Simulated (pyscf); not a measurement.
Structures and frequencies: ωB97X-D3(BJ)/def2-SVP in PySCF.

### Question
`[O]=[SiH2]` + `[H][H]` -> `[OH][SiH3]`
Surface: singlet. Broken: H–H. Formed: H–O, H–Si. Give ΔE‡ and ΔE from ωB97M-D3(BJ)/def2-TZVP, relative to the separated reactants.

### Answer
ΔE‡ = 19.2 kcal/mol, ΔE = -49.1 kcal/mol. Zero-point energy shifts the barrier by +3.2 kcal/mol. It is an addition across a multiple bond or ene-type step, with an imaginary mode of 1468i cm⁻¹. At the saddle there is also a short H–Si contact that neither side keeps. This is the saddle that the search found; another between the same sides may lie lower.
